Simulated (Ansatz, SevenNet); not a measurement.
How well does each level of theory give the equilibrium lattice constant a of 2H MoTe₂?

Reference value: 3.518 Å (measured, 300 K, not corrected to a static lattice; as tabulated in arXiv:1605.07067).

```
level (code)           value (Å)
---------------------  ---------
SevenNet-l3i5              3.559
LDA (Ansatz)               3.473
PBE (Ansatz)               3.557
PBE-D3(BJ) (Ansatz)            …
HSE06-D3(BJ) (Ansatz)      3.438
```

### Question
What belongs in the gaps?

### Answer

- PBE-D3(BJ) (Ansatz, a program for electronic structure), value (Å): 3.497

Differences against the reference: SevenNet-l3i5 +1.17 %, LDA -1.28 %, PBE +1.11 %, PBE-D3(BJ) -0.60 %, HSE06-D3(BJ) -2.27 %.

The reference is not for a static lattice or low temperature, so close values are not ranked against it. Off by more than 1.25 %, or 1.75 % on the side where a correction would as a rule narrow the miss (bounds picked here): HSE06-D3(BJ) (-2.27 %).

The measured value isn't corrected to a static lattice, so vibrations enter the comparison.  LDA: LDA has no dispersion term either, though it tends to give short spacings of layers, chains or molecules. PBE: for a layered or molecular solid the relaxed cell lies over 5 % above the published volume, where the minimum can be shallow. PBE: the cell comes from a level without a dispersion term, which matters for the spacing of layers, chains or molecules. PBE-D3(BJ): a distance lies near a switch of the dispersion term, which can move the cell. Cutoffs and k meshes differ between the levels. Ansatz's density-functional and Hartree–Fock values are scalar-relativistic unless marked +SOC, with PAW data made under PBE.

Machine-learned potentials (SevenNet-l3i5) are trained on DFT data: a solid inside that data is no test of them.

Differences are worked out from the printed values.
